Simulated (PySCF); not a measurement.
Al2H, quartet: reading a ladder of total energies

Geometry: a point of a breathe scan, not a stationary point.

```xyz
3

Al    0.0000    0.0000    0.4583
Al    0.0000    0.0000   -3.7173
H     0.0000    0.0000    3.2590
```

Basis 6-31G; PySCF 2.14.0. Only valence electrons are correlated (noble-gas cores frozen), which leaves 7 electrons in 18 orbitals. R marks a restricted (for open shells ROHF) determinant, U an unrestricted one.

Full CI is exact within this basis and frozen core; it isn't the basis-set limit. The frozen core follows each run's orbitals, which can shift R against U totals by a few meV.

Restricted and unrestricted runs freeze slightly different cores, so the step to full CI, which has another core, is uncertain by up to 0.1 kcal/mol.

```csv
level,total energy (hartree)
UHF,-484.209685
UMP2,-484.245679
UCCSD,-484.272173
UCCSD(T),-484.272897
UCCSDT,-484.273726
full CI,-484.273792
```

Task: What is the correlation energy at full CI, and what share of it do UMP2 and UCCSD recover?

Result: E(corr) = -484.273792 − (-484.209685) = -0.064107 hartree = -1.744 eV. UMP2: -0.035994 / -0.064107 = 56.15 %. UCCSD: -0.062488 / -0.064107 = 97.47 %.

Task: By how many kcal/mol does UCCSD(T) miss full CI (1 hartree = 627.509 kcal/mol), and which steps make up the rest?

Result: -484.272897 − (-484.273792) = 0.000895 hartree = 0.56 kcal/mol. Steps: UCCSDT − UCCSD(T) = -0.52, full CI − UCCSDT = -0.04 kcal/mol. That is within 1 kcal/mol of the reference in this basis, which itself misses far more of the correlation at the basis-set limit.
